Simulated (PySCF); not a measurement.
Gas-phase reaction: Al(CH3)3 + 2 Al2O + 2 C3H5 (allyl) = 5 AlCH3 + 2 CH2CO (ketene)

Computed with PySCF and rigid-rotor harmonic-oscillator thermochemistry at 1 bar. S°(298 K) at PBE0/def2-TZVP differs from the NASA 1993 table for Al2O (+6 J/mol/K), C3H5 (allyl) (-17 J/mol/K); whether the harmonic model or the table's entry is off was not settled. † marks an energy on the PBE0/def2-TZVP geometry and frequencies; other levels use their own. 6-31G* has spherical d functions here. Open shells (unrestricted): C3H5 (allyl) (multiplicity 2); the rest are closed-shell singlets. B3LYP is the form with VWN-RPA correlation. Methyl groups turn as free rotors in Al(CH3)3. AlCH3: computed as isolated molecules; such fragments, hydroxides, amides, oligomers or adducts are transient or little studied in the gas. The harmonic model lacks anharmonicity and excited electronic states, which grow with temperature; levels with a mode under 35 cm⁻¹ are left out. Soft modes under 120 cm⁻¹ make the harmonic entropy rough for Al2O. Warning, spin contamination: C3H5 (allyl) (HF/6-31G*, HF/def2-TZVP†).

ΔH° and ΔS° at 298 K: B3LYP/def2-TZVP† 779 kJ, 303 J/K; HF/6-31G* 884 kJ, 295 J/K; HF/def2-TZVP† 902 kJ, 303 J/K.

**Question.** With the heat capacities included, give log10 K (1 bar) at 1000, 1400, 1800, 2000, 2500 K from B3LYP/def2-TZVP†, HF/6-31G*, HF/def2-TZVP†.

**Answer.** 
```json
[
 {"T (K)": "1000", "B3LYP/def2-TZVP†": "-24.8", "HF/6-31G*": "-30.9", "HF/def2-TZVP†": "-31.3"},
 {"T (K)": "1400", "B3LYP/def2-TZVP†": "-13.4", "HF/6-31G*": "-18.0", "HF/def2-TZVP†": "-18.0"},
 {"T (K)": "1800", "B3LYP/def2-TZVP†": "-7.1", "HF/6-31G*": "-10.8", "HF/def2-TZVP†": "-10.7"},
 {"T (K)": "2000", "B3LYP/def2-TZVP†": "-4.9", "HF/6-31G*": "-8.4", "HF/def2-TZVP†": "-8.1"},
 {"T (K)": "2500", "B3LYP/def2-TZVP†": "-1.0", "HF/6-31G*": "-4.0", "HF/def2-TZVP†": "-3.6"}
]
```
